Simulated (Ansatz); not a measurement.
Results of PBE0 (Ansatz, a first-principles code, PAW) for rock-salt MgS.

Settings: plane-wave cutoff 460 eV, 8×8×8 k mesh, Fermi–Dirac smearing 0.01 eV, scalar-relativistic PAW data made under PBE.

Pressure at four volumes; x = ln(V/17.480 Å³). One pressure is withheld.

```
V (Å³/atom)        x  P (GPa)
-----------  -------  -------
16.644       -0.0490     4.56
17.480        0.0000     0.18
17.958        0.0270    -1.89
18.396        0.0511        ?
```

Question: Pass a parabola P(x) through the three rows shown, estimate the bulk modulus and its pressure derivative near zero pressure, and predict the withheld pressure.

Answer: Slopes between the rows: (0.18 − (4.56))/(0.0000 − (-0.0490)) = -89.39 and (-1.89 − (0.18))/(0.0270 − (0.0000)) = -76.67 GPa. Their difference over the span 0.0760 is c = 12.72/0.0760 = 167.4 GPa, so P(x) = 4.56 + (-89.39)(x − (-0.0490)) + 167.4 (x − (-0.0490))(x − (0.0000)). At the middle row B = −dP/dx = −[-89.39 + 167.4 × 0.0490] = 81.2 GPa, and B′ = dB/dP = 2c/B = 4.1. At x = 0.0511 the parabola gives -3.53 GPa; the run gives -3.55 GPa. The Birch–Murnaghan fit to the energies at all volumes has B0 = 80.2 GPa and B′ = 4.0.

Measured, for comparison: bulk modulus 81 GPa (corrected for zero-point motion; as tabulated in Goldzak et al. (2022), arXiv:2208.04865). Computed less measured: bulk modulus -1.0 %.
